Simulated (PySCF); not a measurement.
# Bond length, frequency and bond energy of SF⁺ by level of theory

State: ³Σ⁻ (triplet), unpaired electrons π ↑↑. Set-up: S jorge-DZP-DKH, F jorge-DZP-DKH; spin-free X2C with a Gaussian nucleus (PySCF 2.14). De refers to S⁺ + F in their high-spin ground configurations, without counterpoise correction. The functionals are run spin-unrestricted. A positive dipole points towards F; it is taken about the centre of mass and depends on that origin. Levels whose curve was spin-contaminated or gave no clean fit are not listed.

```tsv
Level	Re (Å)	ωe (cm⁻¹)	De (eV)	μ (D)
UHF	1.523	1050	0.77	-3.10
UHF-CCSD	1.560	947	2.40	n/a
UHF-CCSD(T)	1.567	929	2.56	n/a
PBE	1.574	926	4.04	-2.45
r²SCAN	1.557	963	3.57	-2.51
B3LYP	1.558	961	3.52	-2.64
PBE0	1.547	993	3.39	-2.62
r²SCAN0	1.539	1012	3.09	-2.66
M06	1.545	993	3.40	-2.67
CAM-B3LYP	1.546	998	3.52	-2.66
```

(1) Which functional lies closest to UHF-CCSD(T) in De, which farthest, and by how much do they differ from it?

(2) What does a quarter of exact exchange do here, going from PBE to PBE0?

(3) What does the step from GGA to meta-GGA do here, going from PBE to r²SCAN?

Correlated steps freeze 6 core orbitals. Correlated levels converge slowly with the basis: in double zeta they bind strong bonds too weakly, by up to about 1 eV, and carry superposition errors of some tenths. For an ion De counts to the pair picked by the measured ionisation energies or electron affinities, which need not be the lowest pair at this level. The state is the lowest determinant that a PBE0 search found; another state may lie lower at other levels.

The whole job (state search and all levels along the bond) took about 1.3 min on 1 thread of Arm Neoverse V1 (shared host), peak memory 0.45 GiB.

## Answers

(1) Closest is r²SCAN0 (-2.8 pm in Re, +8.9 % in ωe, +0.53 eV in De against UHF-CCSD(T) in the same basis), farthest PBE (+0.7 pm in Re, -0.3 % in ωe, +1.48 eV in De). CCSD(T) converges more slowly with the basis than the functionals do and binds too weakly in this one, so the order can change at the basis-set limit.

(2) PBE0 less PBE: -2.7 pm in Re, +7.2 % in ωe, -0.65 eV in De. Exact exchange removes part of the self-interaction that spreads semilocal densities, and in most molecules shortens and stiffens the bond and lowers De; so it does here.

(3) r²SCAN less PBE: -1.7 pm in Re, +4.0 % in ωe, -0.47 eV in De.
